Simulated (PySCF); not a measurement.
Simulated outer-valence photoelectron spectrum of `C[CH2][AlH2]`. Computed with EOM-IP-CCSD/aug-cc-pVDZ in PySCF, restricted Hartree–Fock reference, frozen core, non-relativistic, gas phase, PBE0-D3(BJ)/def2-SVP geometry.

Each root has a Gaussian of 0.8 eV full width with its one-hole share as area; cross sections and vibrations are left out, and the highest printed point is 100.

```json
{"ionisation energy (eV)": "8.8", "intensity": "1"}
{"ionisation energy (eV)": "9.0", "intensity": "3"}
{"ionisation energy (eV)": "9.2", "intensity": "11"}
{"ionisation energy (eV)": "9.4", "intensity": "27"}
{"ionisation energy (eV)": "9.6", "intensity": "46"}
{"ionisation energy (eV)": "9.8", "intensity": "56"}
{"ionisation energy (eV)": "10.0", "intensity": "49"}
{"ionisation energy (eV)": "10.2", "intensity": "35"}
{"ionisation energy (eV)": "10.4", "intensity": "30"}
{"ionisation energy (eV)": "10.6", "intensity": "40"}
{"ionisation energy (eV)": "10.8", "intensity": "53"}
{"ionisation energy (eV)": "11.0", "intensity": "53"}
{"ionisation energy (eV)": "11.2", "intensity": "38"}
{"ionisation energy (eV)": "11.4", "intensity": "21"}
{"ionisation energy (eV)": "11.6", "intensity": "13"}
{"ionisation energy (eV)": "11.8", "intensity": "21"}
{"ionisation energy (eV)": "12.0", "intensity": "42"}
{"ionisation energy (eV)": "12.2", "intensity": "67"}
{"ionisation energy (eV)": "12.4", "intensity": "85"}
{"ionisation energy (eV)": "12.6", "intensity": "88"}
{"ionisation energy (eV)": "12.8", "intensity": "77"}
{"ionisation energy (eV)": "13.0", "intensity": "60"}
{"ionisation energy (eV)": "13.2", "intensity": "48"}
{"ionisation energy (eV)": "13.4", "intensity": "51"}
{"ionisation energy (eV)": "13.6", "intensity": "56"}
{"ionisation energy (eV)": "13.8", "intensity": "51"}
{"ionisation energy (eV)": "14.0", "intensity": "37"}
{"ionisation energy (eV)": "14.2", "intensity": "31"}
{"ionisation energy (eV)": "14.4", "intensity": "45"}
{"ionisation energy (eV)": "14.6", "intensity": "75"}
{"ionisation energy (eV)": "14.8", "intensity": "100"}
{"ionisation energy (eV)": "15.0", "intensity": "100"}
{"ionisation energy (eV)": "15.2", "intensity": "73"}
{"ionisation energy (eV)": "15.4", "intensity": "39"}
{"ionisation energy (eV)": "15.6", "intensity": "15"}
{"ionisation energy (eV)": "15.8", "intensity": "4"}
{"ionisation energy (eV)": "16.0", "intensity": "1"}
{"ionisation energy (eV)": "16.2", "intensity": "0"}
```

**Question.** Where are the maxima, and how many lines lie under the curve?

**Answer.** 5 maxima, at 9.8, 10.9, 12.5, 13.6 and 14.9 eV, from 7 lines. At this width some lines have no maximum of their own.

**Question.** List the lines with their holes.

**Answer.** 
| E (eV) | leading hole (HF orbital) | area | Koopmans (eV) |
| --- | --- | --- | --- |
| 9.81 | HOMO | 0.95 | 10.50 |
| 10.91 | HOMO-1 | 0.94 | 11.39 |
| 12.31 | HOMO-2 | 0.96 | 13.07 |
| 12.77 | HOMO-3 | 0.95 | 13.72 |
| 13.66 | HOMO-4 | 0.93 | 14.50 |
| 14.78 | HOMO-5 | 0.93 | 15.83 |
| 15.01 | HOMO-6 | 0.95 | 16.06 |

The widest gap, 1.40 eV, lies between 10.91 and 12.31 eV. Only orbitals with −ε under 21 eV, eight at most, were ionised, so the high end of the curve may lack lines.

One conformer stands for the species.
